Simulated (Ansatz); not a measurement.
BH3OSi, SMILES B1O[SiH2]1, a composite energy at a relaxed geometry

Run with the Ansatz DFT code, driven from Python.

Input file `bh3osi.xyz`:
```text
6

B    -0.82980   -0.70840   -0.55660
O     0.36680   -1.14090    0.03980
Si    0.49800    0.52100    0.18570
H    -1.98510   -0.65960   -0.59040
H     1.55570    1.02150   -0.74370
H     0.43650    0.90230    1.61910
```

`composite.py`
```python
# -*- coding: utf-8 -*-
"""A composite energy for BH3OSi: DFT geometry, MP2 basis limit, coupled-cluster correction."""

import itertools

import ansatz as az
from ase.data import atomic_numbers, covalent_radii
import numpy as np

BASIS_SET = "def2-SVP"
FUNCTIONAL = "PBE0"
VDW = "d3bj"

mol = az.Crystal.molecule_from_extxyz("bh3osi.xyz")

base = (
    mol.calculation()
    .basis(gaussian=BASIS_SET)
    .functional(FUNCTIONAL, dispersion=VDW)
)
symbols = [site.symbol for site in mol.cartesian_sites]
start = np.array([site.position_ang for site in mol.cartesian_sites], dtype=float)
rep = base.relax(force_tolerance=0.01).run(threads=1).report
end = np.array(rep["positions_ang"])
# pairs closer than 1.2 times the sum of covalent radii, before or after
radius = [covalent_radii[atomic_numbers[s]] for s in symbols]
span = lambda where, i, j: np.linalg.norm(where[i] - where[j])
bonded = [(i, j) for i, j in itertools.combinations(range(len(symbols)), 2) if min(span(start, i, j), span(end, i, j)) < 1.2 * (radius[i] + radius[j])]
print("pair        before    after (A)")
for i, j in bonded:
    print(f"{symbols[i]}{i}-{symbols[j]}{j}".ljust(10), f"{span(start, i, j):8.4f} {span(end, i, j):8.4f}")

minimum = az.Crystal.molecule()
for symbol, place in zip(symbols, end):
    minimum = minimum.atom(symbol, place.tolist())
at_minimum = minimum.calculation()
# MP2 extrapolated to the basis limit, plus the small-basis difference CCSD(T) - MP2
level = lambda method, basis: at_minimum.basis(gaussian=basis).correlation(method).run(threads=1).report
small, large, cluster = level("mp2", "cc-pVDZ"), level("mp2", "cc-pVTZ"), level("ccsd_t", "cc-pVDZ")
corr = lambda each: (each["free_energy_ev"] - each["reference_energy_ev"]) / 27.211386246
mp2_limit = (27 * corr(large) - 8 * corr(small)) / 19
pieces = {"HF / cc-pVTZ": large["reference_energy_ev"] / 27.211386246, "MP2 correlation, DZ-TZ limit": mp2_limit, "CCSD(T) - MP2 / cc-pVDZ": corr(cluster) - corr(small)}
for name, value in pieces.items():
    print(f"{name:32s} {value:14.6f} Ha")
print(f"{'sum':32s} {sum(pieces.values()):14.6f} Ha")
print("T1 diagnostic", round(cluster["correlation"]["coupled_cluster"]["t1_diagnostic"], 4))
```

`python composite.py` gives:
```text
pair        before    after (A)
B0-O1        1.4052   1.3296
B0-Si2       1.9559   1.9145
B0-H3        1.1568   1.2024
O1-Si2       1.6734   1.7948
Si2-H4       1.4943   1.4884
Si2-H5       1.4845   1.4884
HF / cc-pVTZ                        -390.279037 Ha
MP2 correlation, DZ-TZ limit          -0.491941 Ha
CCSD(T) - MP2 / cc-pVDZ               -0.042236 Ha
sum                                 -390.813214 Ha
T1 diagnostic 0.0191
```

Total energies depend on the basis set; only differences at equal settings carry meaning. The sum leaves out core correlation, relativity, the Hartree-Fock basis error and zero-point energy; a DZ-TZ extrapolation is rough. Inner cores stay frozen, so this is valence correlation. For Al to Cl the sets with a tight d function, cc-pV(X+d)Z, are usual. An extrapolation from small basis sets is rough. The whole script took 19 s on 1 thread of Arm Neoverse V2, with other jobs on the host, peak memory 0.27 GiB.
